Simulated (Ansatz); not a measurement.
# AlNa− (doublet): wave-function methods side by side, aug-cc-pVDZ

How much of the correlation energy of AlNa− (doublet) does each wave-function method recover here?

Computed with Ansatz 0.2.0, Gaussian basis. Level: aug-cc-pVDZ, core rule «outside noble gas», up to 10 orbitals frozen.

To be run: UHF; CCSD(T) on ROHF; CCSD(T) on UHF; BCCD(T) on ROHF; CISD; CCSDT(Q) on ROHF; CCSDT(Q) on UHF; Full CI.

26 further runs of the same task are left out: 10 for a known fault of the program, 7 that didn't finish, 9 set aside as unsound or not needed.

**1. The geometry**

The geometry is a PBE0/def2-TZVPD stationary point (not a proven minimum).

2 atoms, charge -1, spin multiplicity 2.

Atoms are counted from 1 here; the program's logs count them from 0.

No contacts short enough for the rule that draws bonds.

**2. UHF**

in.yaml reads:

```yaml
crystal:
  periodic: [false, false, false]
  atoms:
    - {symbol: Al, position_ang: [0.000000, 0.000000, 0.000000]}
    - {symbol: Na, position_ang: [0.000000, 0.000000, 3.173300]}
basis:
  gaussian: {orbitals: aug-cc-pVDZ}
total_charge: -1
magnetization: {spin_polarized: true, initial_magnetization: 1}
hamiltonian: {xc: hf}
output: {orbitals: {seedname: orbitals}}
```

Run with:

```console
$ ansatz run in.yaml --threads 1 --pin off --events-out ev --progress --plain --max-ram 2393MiB
```

The runs that follow: CCSD(T) on ROHF; CCSD(T) on UHF; BCCD(T) on ROHF; CISD; CCSDT(Q) on ROHF; CCSDT(Q) on UHF; Full CI.

Before running them: what should the planned runs give, taken together? Wanted: FCI below the RHF energy; RMP2 from FCI; UMP2 from FCI; RCCSD from FCI; RCCSD(T) from FCI; UCCSD(T) from FCI; RCCSDT(Q) from FCI; UCCSDT(Q) from FCI; T1 diagnostic.

**Answer**, as computed:

```
                         quantity                                 value
         FCI below the RHF energy                            -2.6897 eV
                    RMP2 from FCI                            +875.2 meV
                    UMP2 from FCI                            +772.2 meV
                   RCCSD from FCI                            +211.6 meV
                RCCSD(T) from FCI                             +61.5 meV
                UCCSD(T) from FCI                             +92.4 meV
               RCCSDT(Q) from FCI                              +2.6 meV
               UCCSDT(Q) from FCI                              +2.1 meV
levels within 1 kcal/mol (43 meV)  RCCSDT, UCCSDT, RCCSDT(Q), UCCSDT(Q)
                    T1 diagnostic                                 0.088
   effectively unpaired electrons                                  1.64
```

**Reading.** RCCSD(T) lands +61.5 meV from the yardstick (2.3 % of the correlation energy). CCSD(T) misses by +61.5 meV on the restricted determinant and by +92.4 meV on the unrestricted one; the two need not hold the same state or core. The occupations show some static correlation. These misses are within one basis, not against nature; the frozen cores of restricted and unrestricted runs differ, which can shift their rows.
